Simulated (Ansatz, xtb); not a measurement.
Species: H2S, charge 1, multiplicity 2. SMILES of the parent species: S
Structure (B3LYP-D3(BJ)/def2-TZVP (Ansatz, a first-principles code) minimum search):
```
S
H 1 1.3640
H 1 1.3640 2 93.09
```
Charge +1, spin multiplicity 2.

Harmonic wavenumbers from GFN2-xTB (xtb, at its own minimum), cm⁻¹: 1057, 2239, 2241.

Give the harmonic wavenumbers at B3LYP-D3(BJ)/def2-TZVP (Ansatz, finite differences of forces, unscaled).

1187, 2559, 2562 cm⁻¹. Zero-point energy 9.0 kcal/mol.

From these and the geometry, give the ideal-gas thermochemistry at 298.15 K and 1 atm (rigid rotor, harmonic oscillator).

Point group C2v, rotational symmetry number 2. Rotational constants 302.7, 255.7, 138.6 GHz. S(trans) 36.51, S(rot) 12.69, S(vib) 0.04, S(elec, spin only) 1.38, S 50.6 cal/(mol K). H(298) - H(0) 2.38 kcal/mol; G - E(el) -3.7 kcal/mol.
